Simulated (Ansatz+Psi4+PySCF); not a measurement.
The numbers below are computed, except where a source is named.
A run of PySCF 2.14.0 on singlet OF₂ at this shape:

```yaml
atoms:
  - { symbol: F, position_ang: [0.0000, 1.1106, -0.2737] }
  - { symbol: O, position_ang: [0.0000, 0.0000, 0.6159] }
  - { symbol: F, position_ang: [0.0000, -1.1106, -0.2737] }
```

Its results:

```json
{
  "Converged": "yes",
  "Reference energy": "-273.55359 hartree",
  "Correlation energy": "-0.76297 hartree",
  "Total energy": "-274.31656 hartree",
  "Spin squared of the determinant": "0.000"
}
```

Task: Which input gives this output? Name the method, the orbitals and the basis set, and write the input.

Result: RHF-MP2 in cc-pVTZ. An unrestricted run that stays on the closed shell gives the same numbers.

```python
from pyscf import gto, scf, mp

mol = gto.M(atom="""
F 0.000000 1.110580 -0.273730
O 0.000000 0.000000 0.615890
F 0.000000 -1.110580 -0.273730
""", basis='cc-pvtz', charge=0, spin=0)
mf = scf.RHF(mol)
mf.kernel()
pt = mp.MP2(mf, frozen=3).run()
print(mf.e_tot, pt.e_corr, pt.e_tot)
```

Caution: unrestricted orbitals would lower the determinant.
